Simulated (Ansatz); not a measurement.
Density of states of CsGe (Cmcm, a = 5.705 Å, b = 13.907 Å, c = 4.050 Å, α = 90.00°, β = 90.00°, γ = 90.00°), in states per eV and primitive cell, averaged over bins of 0.3 eV. Theory: Ansatz, DFT r2SCAN, scalar-relativistic, plane waves, PAW.

Cutoff 500 eV; k points 8×8×10 on the computed 4-atom cell (Γ-centred); Gaussian smearing, width 0.10 eV; no spin polarisation.

The cell is relaxed at this level. The states (both spins) are summed by tetrahedra on a 12×12×15 mesh at the self-consistent density. Energies are bin centres; the table starts no lower than −8 eV and ends at 6 eV, or lower where the solved bands end.

It is a metal at this level.

```
E − E_F (eV) total Ge 4p Cs 6s Ge 4s Cs 5p
       -7.60   0.72   0.18   0.01   0.50   0.03
       -7.30   0.47   0.12   0.00   0.33   0.01
       -7.00   0.45   0.12   0.00   0.32   0.01
       -6.70   0.44   0.12   0.00   0.31   0.01
       -6.40   0.46   0.12   0.00   0.32   0.01
       -6.10   0.46   0.12   0.01   0.33   0.01
       -5.80   0.54   0.13   0.01   0.38   0.01
       -5.50   0.63   0.15   0.02   0.44   0.01
       -5.20   1.23   0.32   0.07   0.80   0.03
       -4.90   1.22   0.35   0.04   0.77   0.04
       -4.60   0.07   0.02   0.00   0.04   0.00
       -4.30   0.00   0.00   0.00   0.00   0.00
       -4.00   0.00   0.00   0.00   0.00   0.00
       -3.70   0.00   0.00   0.00   0.00   0.00
       -3.40   0.00   0.00   0.00   0.00   0.00
       -3.10   0.00   0.00   0.00   0.00   0.00
       -2.80   0.00   0.00   0.00   0.00   0.00
       -2.50   0.52   0.46   0.04   0.01   0.01
       -2.20   2.61   2.28   0.14   0.07   0.06
       -1.90   3.02   2.56   0.18   0.11   0.08
       -1.60   2.68   2.37   0.11   0.05   0.08
       -1.30   3.08   2.69   0.10   0.11   0.05
       -1.00   1.43   1.31   0.01   0.04   0.01
       -0.70   1.61   1.37   0.05   0.07   0.03
       -0.40   2.08   1.67   0.15   0.08   0.03
       -0.10   3.26   2.54   0.29   0.09   0.05
        0.20   1.27   1.00   0.10   0.02   0.02
        0.50   0.67   0.55   0.01   0.00   0.01
        0.80   1.21   0.84   0.14   0.01   0.01
        1.10   1.70   1.14   0.22   0.03   0.02
        1.40   1.24   0.60   0.19   0.08   0.01
        1.70   1.82   0.52   0.37   0.13   0.02
        2.00   3.07   0.75   0.65   0.20   0.03
        2.30   4.29   0.80   1.05   0.27   0.05
```

The columns after the total are the main Löwdin projections on the occupied valence shells of the potentials; 1 other is left out. The rest of the total lies in those, in shells that are empty in the free atom, which aren't projected, and between the atoms.

Spin-orbit coupling is left out, which matters for the bands of heavy elements.

Whether CsGe exists in this form wasn't checked.